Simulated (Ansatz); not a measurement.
**A basis-limit estimate, worked out**

An elementary step of CH₄FO (charge -1), closed shell ([CH₃F ([CH3][F]) + OH]⁻ → [CH₄O ([CH3][OH]) + F]⁻; bonds formed: C2–O3; bonds broken: F1–C2). “Start” is the structure reached by relaxing down from the saddle towards the reactants; PBE0-D4/def2-TZVPD structures. The saddle:

```xyz
7
angstrom
F -0.9776 -1.0034 1.6141
C -0.2600 -0.1555 0.2663
O 0.4996 0.8354 -1.2989
H -1.2030 0.1862 -0.1184
H 0.1792 -1.0486 -0.1386
H 0.3134 0.4933 0.9023
H 1.4483 0.6926 -1.2268
```

Program: Ansatz 0.2.0. Basis: def2-TZVPPD and def2-QZVPPD. Cores are frozen in the correlated methods.

Energies in eV:

| quantity | saddle | start |
| --- | --- | --- |
| Hartree–Fock, triple zeta (X = 3) | -5837.01242 | -5837.82499 |
| Hartree–Fock, quadruple zeta (X = 4) | -5837.24133 | -5838.05964 |
| MP2 correlation, X = 3 | -19.93976 | -19.63962 |
| MP2 correlation, X = 4 | -21.41949 | -21.11167 |
| CCSD(T) correlation, X = 3 | -21.00318 | -20.67556 |

Question: Work out the barrier at the basis limit: extrapolate Hartree–Fock as E(X) = E∞ + A exp(−7.88 √X) and the MP2 correlation as E(X) = E∞ + B X^−2.97 (the exponents that Neese and Valeev fitted for def2-TZVPP and QZVPP, reused here for the diffuse sets), then add CCSD(T) − MP2 in triple zeta.

Answer: Each step is linear, so take the differences first (saddle − start): Hartree–Fock 0.81257 (X = 3) and 0.81831 (X = 4); MP2 correlation -0.30014 and -0.30782; CCSD(T) correlation -0.32762.
Two points give E∞ = E(4) + w [E(4) − E(3)], with w = 1/(exp(7.88 (2 − √3)) − 1) = 0.1377 for Hartree–Fock and w = 1/((4/3)^2.97 − 1) = 0.7407 for the correlation.
Hartree–Fock: 0.81831 + 0.1377 × 0.00574 = 0.8191 eV.
MP2 correlation: -0.30782 + 0.7407 × (-0.00768) = -0.3135 eV.
CCSD(T) − MP2: -0.32762 − (-0.30014) = -0.0275 eV.
Sum: 0.8191 + (-0.3135) + (-0.0275) = 0.4781 eV, or 11.03 kcal/mol. Plain CCSD(T) in triple zeta gives 0.4849 eV, so the larger basis shifts the result by -0.0068 eV.

T1 diagnostic: at most 0.021.

Labels in which every atom is bracketed show which atoms are joined, not bond orders.

For scale, one of the runs: CCSD(T)/def2-TZVPPD, 185 basis functions, launched by `ansatz run in.yaml --threads 2 --pin off --events-out ev --progress --plain --max-ram 4352MiB`. Hardware: 2 CPU threads of an AMD EPYC 7R43, shared host. Wall time 87 s; peak host memory 2 GiB.
